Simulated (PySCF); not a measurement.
Species: SiH2.
SMILES: `[SiH2]`

Level of theory: PBE0-D3(BJ)/def2-SVP geometry optimisation, gas phase in PySCF 2.14.0.

Take the most abundant isotopes and a rigid rotor. 

Q: What are A, B and C (GHz)?

A: Ia = 2.17, Ib = 2.42, Ic = 4.59 u·Å²; 505379 MHz·u·Å²/I gives 233337, 208782 and 110189 MHz, that is A = 233.34, B = 208.78, C = 110.19 GHz.

Q: Classify the top.

A: An asymmetric top; Ray's κ = 0.601.

Q: Give the coordinates in the principal-axis frame, origin at the centre of mass.

A: The sense of each axis is arbitrary; atoms in the order of the calculation.
| atom | mass (u) | a (Å) | b (Å) | c (Å) |
| --- | --- | --- | --- | --- |
| Si1 | 27.977 | 0.000 | 0.072 | 0.000 |
| H2 | 1.008 | 1.096 | -1.001 | 0.000 |
| H3 | 1.008 | -1.096 | -1.001 | 0.000 |

Q: Which lines would a microwave search look for?

A: The dipole components are |μa| = 0.00 D, |μb| = 0.36 D, |μc| = 0.00 D; the symmetry axis of this C2v structure is b, so μa and μc vanish by symmetry and there are no a-type or c-type lines. Some lines, for components of 0.1 D or more:

```csv
type,branch,"J(Ka,Kc)",MHz,lower level (cm⁻¹)
b,Q,"1(1,0) ← 1(0,1)",123148,10.640
b,Q,"2(2,0) ← 2(1,1)",151744,39.316
b,Q,"3(3,0) ← 3(2,1)",201296,82.422
b,Q,"2(1,1) ← 2(0,2)",299822,29.315
b,R,"1(1,1) ← 0(0,0)",343525,0.000
b,Q,"2(2,1) ← 2(1,2)",369443,29.450
b,R,"2(0,2) ← 1(1,1)",535307,11.459
b,Q,"3(1,2) ← 3(0,3)",537591,55.108
b,Q,"3(2,2) ← 3(1,3)",556701,55.122
b,R,"2(1,2) ← 1(0,1)",563903,10.640
b,R,"3(1,3) ← 2(0,2)",773697,29.315
b,R,"2(2,1) ← 1(1,0)",810199,14.747
b,R,"3(1,2) ← 2(2,1)",937381,41.773
b,R,"3(2,2) ← 2(1,1)",1030576,39.316
```

Q: Estimate the classical rotational partition function at 100 K.

A: Point group C2v, symmetry number σ = 2; q = (√π/σ)·√((kT/h)³/(ABC)), k/h = 20836.6 MHz/K: 36.4 at 100 K.

Not checked by PBE0-D3(BJ)/def2-SVP frequencies. Zero-point vibration and centrifugal distortion are left out.
